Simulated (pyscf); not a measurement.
`[OH][GaH][PH2]` → `[PH2][Ga]` [singlet] + `[OH2]`, a 1,1-elimination (singlet surface; Ga–O, Ga–H broken, H–O formed). Structures and frequencies: ωB97X-D3(BJ)/def2-SVP in PySCF. Correlated levels are frozen-core, on RHF or UHF. ΔMP2 is the change of the MP2 total energy from the triple- to the quadruple-zeta basis. Energies in kcal/mol from the reactant's lowest minimum found.

Small-basis levels: PySCF, no dispersion term, spherical d functions. AM1 to PM7: differences of heats of formation from MOPAC. GFN2-xTB: tblite. Cost: rough CPU time at the saddle relative to B3LYP/6-31G*+LANL2DZ, from one job on a shared machine.

```tsv
level	barrier	reaction energy	cost
SVWN5/6-31G*+LANL2DZ	50.4	+39.7	0.8
BP86/6-31G*+LANL2DZ	54.6	+35.6	1
PBE/6-31G*+LANL2DZ	53.9	+36.1	1
M06-2X/6-31G*+LANL2DZ	66.5	+36.8	2
PBE/def2-SVP	48.8	+30.4	2
GFN2-xTB	46.0	+39.9	under 0.02
PM6	50.4	+54.6	under 0.02
CCSD(T)/def2-TZVPP + ΔMP2(QZVPP)	59.8	+28.3	–
```

Against the last row the barrier runs from -13.8 (GFN2-xTB) to +6.7 kcal/mol (M06-2X/6-31G*+LANL2DZ). At PM6 this geometry lies under one side, so the entry may be no barrier of that level: it is a single point on another level's saddle. CCSD(T)/def2-TZVPP + ΔMP2(QZVPP) has limits of its own. On the product side the descent ends in a bound adduct (not fully relaxed), 10.2 kcal/mol under the separated species and 42.5 kcal/mol under the saddle at ωB97X-D3(BJ)/def2-TZVP. At ωB97X-D3(BJ) the barrier from the zero used here is 63.0 kcal/mol. The same reactants have a lower exit, to HP=GaH + H₂O (highest point, the separated products, at +44.1 kcal/mol at ωB97M-D3(BJ), against +59.4 kcal/mol here). One saddle was located; it need not be the lowest between these sides. The CCSD(T) − MP2 part came from Ansatz, without density fitting, on the same reference. The frozen core leaves the outer d or s,p core shells of the metals and heavy elements correlated in the MP2 and CC values, and def2-TZVPP describes them poorly, which can shift differences by a few kcal/mol. In the def2 sets elements up to Kr have no core potential.
